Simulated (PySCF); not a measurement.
# Dipole moment and polarisability across levels of theory

(Z)-2-butenenitrile, C4H5N.
SMILES: `C/C=C\C#N`

PySCF, dipoles from the SCF density, polarisabilities from static response with core orbitals frozen. Geometry: PBE0-D3(BJ)/def2-SVP; no solvent, vibrations or thermal averaging.

Reference dipole: 4.080 D (measured, gas; NIST CCCBDB Release 22 (SRD 101), experimental dipoles). The anisotropy is √(½[(α1 − α2)² + (α2 − α3)² + (α3 − α1)²]).

| level | μ (D) | error (%) | α (au) | anisotropy (au) |
| --- | --- | --- | --- | --- |
| LDA/def2-SVPD | 4.315 | +5.8 | 56.41 | 34.10 |
| PBE/def2-SVPD | 4.202 | +3.0 | 55.80 | 34.11 |
| B3LYP/def2-SVPD | 4.306 | +5.5 | 54.82 | 33.33 |
| PBE0/def2-SVPD | 4.315 | +5.8 | 54.25 | 32.90 |
| BHandHLYP/def2-SVPD | 4.439 | +8.8 | 53.45 | 32.47 |
| CAM-B3LYP/def2-SVPD | 4.363 | +6.9 | 54.08 | 32.44 |
| wB97X-D/def2-SVPD | 4.367 | +7.0 | 54.36 | 32.33 |
| LC-wPBE/def2-SVPD | 4.353 | +6.7 | 52.76 | 31.30 |
| HF/def2-SVPD | 4.649 | +14.0 | 52.62 | 32.20 |
| PBE0/6-31G* | 4.189 | +2.7 | 44.80 | 37.14 |
| PBE0/def2-SVP | 4.134 | +1.3 | 46.33 | 34.78 |
| PBE0/6-31+G* | 4.393 | +7.7 | 51.46 | 35.78 |
| PBE0/aug-cc-pVDZ | 4.338 | +6.3 | 55.64 | 33.46 |
| PBE0/def2-TZVP | 4.323 | +6.0 | 52.67 | 34.69 |
| PBE0/def2-TZVPD | 4.336 | +6.3 | 55.59 | 33.35 |

For the dipole, the smallest error is 1.3% (PBE0/def2-SVP) and the largest 14.0% (HF/def2-SVPD). The dipole runs from 4.13 D (PBE0/def2-SVP) to 4.65 D (HF/def2-SVPD). No reference polarisability is at hand; against PBE0 in the largest diffuse basis at hand (def2-TZVPD) the other PBE0 rows deviate by 6-31G* -19%, def2-SVP -17%, 6-31+G* -7%, def2-SVPD -2%, aug-cc-pVDZ 0%, def2-TZVP -5%. In one basis (def2-SVPD) the functionals order the polarisability from HF (lowest) to LDA (highest), a spread of 7%. With PBE0 the polarisability is 47.93 au without diffuse functions (mean of 6-31G*, def2-SVP and def2-TZVP) and 54.23 au with them (mean of 6-31+G*, def2-SVPD, aug-cc-pVDZ and def2-TZVPD). Measured values can belong to vibrating molecules and may average over conformers; the computed ones are for one fixed geometry.
